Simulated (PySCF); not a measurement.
B3LYP has the VWN-RPA correlation part, as in Gaussian. 

Z-matrix (Å, degrees):
```
S
H 1 1.3534
```
Charge 0, spin multiplicity 2.

Problem. What is the computed total energy, dipole moment and highest occupied spin orbital (B3LYP-D3(BJ)/def2-TZVP // r2SCAN-D4/def2-SVP (PySCF))?

Solution. 
```yaml
total_energy: -398.7748 Ha
dipole_moment: 0.86 D
highest_occupied_spin_orbital: -7.17 eV
```
